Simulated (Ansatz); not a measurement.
Job for Ansatz (a quantum-chemistry and plane-wave program): R-PBE0/def2-TZVPPD on C2H2 (SMILES C#C). Files ending in .json are basis or fitting sets from the Basis Set Exchange.

Ansatz 0.2 input:
```yaml
crystal:
  periodic: [false, false, false]
  atoms:
    - {symbol: C, position_ang: [-0.41254600, 1.67817500, 0.00000000]}
    - {symbol: C, position_ang: [0.41254600, 2.56162700, 0.00000000]}
    - {symbol: H, position_ang: [-1.13202600, 0.89080900, 0.00000000]}
    - {symbol: H, position_ang: [1.13465100, 3.34577000, 0.00000000]}
basis:
  gaussian:
    orbitals: def2-TZVPPD.json
hamiltonian:
  xc: {name: PBE0}
scf: {lower_state_search: off}
```

Program output:

```
WARN ansatz: RAYON_NUM_THREADS=1 ignored (pool sized by the plan → 1); use --threads N
Functional definition: PBE0
these checks for a lower state are left out or cut short: stability, starts, cluster_reference, orbital_swaps, neighbouring_geometries, increment
integrals: 0.01 GiB planned
466 factors; their error is unknown
mean field: 0.23 GiB planned
mean field evaluation 1: about -2098.4405 eV, gradient 4.0e1 eV
mean field evaluation 2: about -2098.5329 eV, gradient 3.8e1 eV
mean field evaluation 4: about -2102.2669 eV, gradient 1.2e-1 eV
mean field evaluation 8: about -2102.2672 eV, gradient 3.8e-1 eV
mean field evaluation 16: about -2102.2674 eV, gradient 3.9e-6 eV
mean field -2102.26737982 eV, -77.2569012403 hartree, gradient 3.9e-6 eV, S^2 0.000000; 0 other end points of the search recorded, 0 dependent functions left out
reference -2102.26740054 eV, -77.2569020019 hartree; 7, 7 occupied and 101, 101 virtual orbitals, 466 factors
Total energy: -2102.26740054 eV, -77.2569020019 hartree
Checks for a lower state left out: stability, starts, cluster_reference, orbital_swaps, neighbouring_geometries, increment
```

The calculation finished and met its thresholds.

Cost: roughly 0.4 core-seconds.
